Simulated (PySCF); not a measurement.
Method: PySCF with PBE-D3(BJ)/def2-TZVP // r2SCAN-D4/def2-TZVP. Gas-phase values, no solvent. 

Reference species (SMILES): `C[SiH3]` (neutral, multiplicity 1).

- dipole moment: 0.86 D

Changed species: `[SiH3]C=O` (X = formyl, parent; the reference has X = methyl, parent).

### Question
Predict the effect on the dipole moment.

### Answer
the dipole moment goes up by 1.12 D, to 1.98 D.
